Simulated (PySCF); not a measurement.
# C3H8O (1-propanol): the cost of one run

Computed with PySCF 2.14.0 and routines of our own; the level stands in each step. Atoms count from 0.

## 1. The starting structure

12 atoms, charge 0, multiplicity 1; geometry from: GFN2-xTB.

## 2. Relaxing the molecule at PBE0-D3(BJ)/def2-TZVP

What the job is given:

```
{"job": {"xc": "PBE0", "basis": "def2-TZVP", "d3": "d3bj", "grid": 2, "kind": "geom"}, "charge": 0, "multiplicity": 1}
C     -1.523407     0.009341     0.098320
C     -0.145848     0.097353    -0.544508
C      0.962582    -0.242131     0.452407
O      2.247833    -0.196129    -0.121347
H     -1.707140    -0.996673     0.468204
H     -1.598567     0.701535     0.934528
H     -2.296094     0.257833    -0.625021
H     -0.082892    -0.592303    -1.388644
H      0.015632     1.109862    -0.927059
H      0.903222     0.438136     1.315867
H      0.842690    -1.266025     0.814198
H      2.383187     0.678516    -0.502974
```

Launch:

```console
OMP_NUM_THREADS=1 python excited_run.py task.json out
```

The driver reads the jobs from task.json and runs them one after another.

Q: Estimate the wall time and peak memory of this first job on 1 thread of Intel Xeon 6975P-C, shared host.

About 50 s, with a peak of 0.8 GiB.
